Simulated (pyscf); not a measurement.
PySCF, gas phase, ωB97X-D3(BJ)/def2-SVP geometries.

Task: What is the homolytic dissociation enthalpy (298 K, ωB97M-D3(BJ)/def2-TZVP) of the Cl–Mo bond of S=Mo(=S)(Cl)–Cl (SMILES [S]=[Mo](=[S])([Cl])[Cl]), to [S=Mo(=S)–Cl]• + Cl•?

Result: Cl–Mo to [S=Mo(=S)–Cl]• + Cl•: 88.9 kcal/mol. The 7 functionals that were run give +86.0 (M06-2X) to +99.2 kcal/mol (PBE). The radicals are drawn with the spin at the cut bond; how far it spreads was not checked. Other isomers of [S=Mo(=S)–Cl]• were not searched in full and may lie lower. Left out: the spin-orbit lowering of Cl. Open-shell species with a d-block atom are single-reference here; other states, and whether the spin sits on metal or ligand, were not checked. Elements past Kr carry the def2 core potentials, without spin-orbit coupling.
